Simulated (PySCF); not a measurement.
Species: PH3.
Z-matrix (Å and degrees, GFN2-xTB geometry), rows numbered from 1:
```
P 
H   1  1.3867
H   1  1.3867  2   92.28
H   1  1.3869  2   92.28  3   -92.38
```

Method: B3LYP/MINI in PySCF (dipole) on a GFN2-xTB geometry, gas phase.

Masses are those of the commonest isotopes; rigid-rotor values at the optimised geometry. 

(1) What are A, B and C (cm⁻¹)?

(2) What kind of rotor is it?

(3) Is it planar, by Δ = Ic − Ia − Ib?

(4) Give the other two planar moments, Paa and Pbb, and the rms extents of the mass along the axes.

(5) Where do the R-branch lines fall?

Answers

(1) Ia = 3.64, Ib = 3.64, Ic = 4.03 u·Å²; 505379 MHz·u·Å²/I gives 138825, 138807 and 125386 MHz, that is A = 4.63069, B = 4.63009, C = 4.18242 cm⁻¹.

(2) An oblate symmetric top, as the point group C3v requires two equal moments; the computed ones differ by 0.01 % because the geometry is symmetric only within the optimiser's tolerance; Ray's κ = 0.997.

(3) Not planar: Δ = Ic − Ia − Ib = -3.25 u·Å². For a rigid frame Δ = −2 Σ m c², so Σ m c² = 1.63 u·Å² lies off the ab plane: 1.48 from hydrogen and 0.14 from heavier atoms. The atom farthest from that plane is 0.70 Å away.

(4) Paa = Σ m a² = (Ib + Ic − Ia)/2 = 2.02 and Pbb = Σ m b² = (Ia + Ic − Ib)/2 = 2.02 u·Å². With the mass M = 34.00 u, the rms extents √(P/M) along a, b and c are 0.24, 0.24, 0.22 Å.

(5) The dipole of 0.98 D lies along the symmetry axis, so ΔK = 0 and J+1 ← J falls at 2B(J+1) for every K: 277.63 GHz, 555.26 GHz, 832.89 GHz, 1110.53 GHz, 1388.16 GHz for J = 0 to 4.

Not checked by GFN2-xTB frequencies. No vibrational averaging or centrifugal distortion is included, and the geometry carries the error of its method.

The run took 0.22 s of wall time on one thread, Intel Xeon at 2.30 GHz (x86_64), no GPU (shared host), and the process peaked at 0.27 GiB of memory. This is the B3LYP/MINI job that gave the dipole, with the shieldings it also computed.
